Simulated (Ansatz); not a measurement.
```tsv
atom	x (Å)	y (Å)	z (Å)
C	1.4384	0.0000	0.0000
C	0.7192	1.2094	0.0000
C	-0.7192	1.2094	0.0000
C	-1.4384	0.0000	0.0000
C	-0.7192	-1.2094	0.0000
C	0.7192	-1.2094	0.0000
H	2.5570	0.0000	0.0000
H	1.2785	2.1499	0.0000
H	-1.2785	2.1499	0.0000
H	-2.5570	0.0000	0.0000
H	-1.2785	-2.1499	0.0000
H	1.2785	-2.1499	0.0000
```

RHF on singlet C₆H₆ was run in several spherical basis sets with Ansatz (development build ahead of 0.2.0).

(1) Rank the basis sets by the total energy that they give, lowest first, with the distance from the lowest.
A. def2-SVP
B. 6-31G
C. 6-31++G(d,p)

Answers

(1) C (0.00 eV), B (2.66 eV), A (5.01 eV).

Totals follow the description of the cores as much as that of the bonds, so this order isn't one of quality for chemistry.
